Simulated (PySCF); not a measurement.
B(Cl)3 anion (BCl₃), SMILES ClB(Cl)Cl (connectivity only; charge and spin as stated), charge -1, multiplicity 2.

Coordinates come from a B3LYP-D3(BJ)/def2-SVPD optimisation. The spin state was assumed, not searched. The isomer is the one that the SMILES or the coordinates give; other isomers of the formula were not compared.

Two levels are set side by side: PBE/def2-TZVPD (PySCF) and ωB97X/def2-TZVPD (PySCF). Same geometry, gas phase. Differences are taken from unrounded values.

```tsv
quantity	ωB97X	PBE	PBE minus ωB97X
α-spin orbital gap (eV)	6.71	1.93	-4.78
β-spin orbital gap (eV)	10.62	4.94	-5.68
mean polarisability (bohr³)	75.7	94.9	19.2
```

PBE's more diffuse valence density responds more strongly to a field. Differences between two approximate levels are no errors against the true value.

Rough cost on one machine, each run with all the roots and properties that it gave: ωB97X against PBE within a factor of 2.
